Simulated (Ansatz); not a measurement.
Geometry optimisation, RKS B3LYP-D4/cc-pVDZ in Ansatz.

input.yaml

```yaml
crystal:
  periodic: [false, false, false]
  atoms:
    - { symbol: Si, position_ang: [-0.490376, 0.0, -0.433894] }
    - { symbol: H, position_ang: [0.171996, 0.0, 2.159693] }
    - { symbol: H, position_ang: [0.7366, 0.0, 0.403703] }
    - { symbol: H, position_ang: [-0.533871, 1.2323, -1.268211] }
    - { symbol: H, position_ang: [-0.533871, -1.2323, -1.268211] }
    - { symbol: Cl, position_ang: [-2.220669, 0.0, 0.787675] }
    - { symbol: H, position_ang: [-0.388509, 0.0, 2.608444] }
basis:
  gaussian: { orbitals: cc-pVDZ }
hamiltonian:
  xc: b3lyp
  dispersion: d4
relax:
  f_tol: 0.03
  max_steps: 50
output:
  orbitals: {}
```

Command:

```bash
$ ansatz run input.yaml --threads 1 --pin off --max-ram 2048MiB --backend cpu --events-out ev --progress --plain --runs-dir out
```

Question: Where does it end, and by what steps?

Answer: The forces met the threshold. The force dipped under the threshold on the way, but the program's further checks kept it going. After 15 steps the energy has fallen by 0.298 eV; H2 moved furthest, 1.18 Å.

| step | energy less start (eV) | largest force component (eV/Å) | accepted |
| --- | --- | --- | --- |
| 0 | 0.0000 | 1.474 | yes |
| 1 | -0.1716 | 0.226 | yes |
| 2 | -0.2364 | 0.199 | yes |
| 3 | -0.2724 | 0.103 | yes |
| 4 | -0.2841 | 0.084 | yes |
| 5 | -0.2775 | 0.339 | no |
| 6 | -0.2886 | 0.042 | yes |
| 7 | -0.2927 | 0.065 | yes |
| 8 | -0.2963 | 0.014 | yes |
| 9 | -0.2281 | 1.403 | no |
| 10 | -0.2917 | 0.410 | no |
| 11 | -0.2972 | 0.027 | yes |
| 12 | -0.2953 | 0.319 | no |
| 13 | -0.2975 | 0.132 | yes |
| 14 | -0.2976 | 0.128 | yes |
| 15 | -0.2983 | 0.010 | yes |

```xyz
7
Properties=species:S:1:pos:R:3
Si -0.561 0.000 -0.735
H 0.375 0.000 3.318
H 0.677 0.000 0.094
H -0.636 1.226 -1.578
H -0.636 -1.226 -1.578
Cl -2.212 0.000 0.565
H -0.265 0.000 2.904
```

Whether the end is a true minimum wasn't checked by a vibrational analysis.

Run time: 15 s on 1 thread of Intel(R) Xeon(R) 6975P-C (Granite Rapids), with other jobs on the host, peak memory 0.13 GiB.
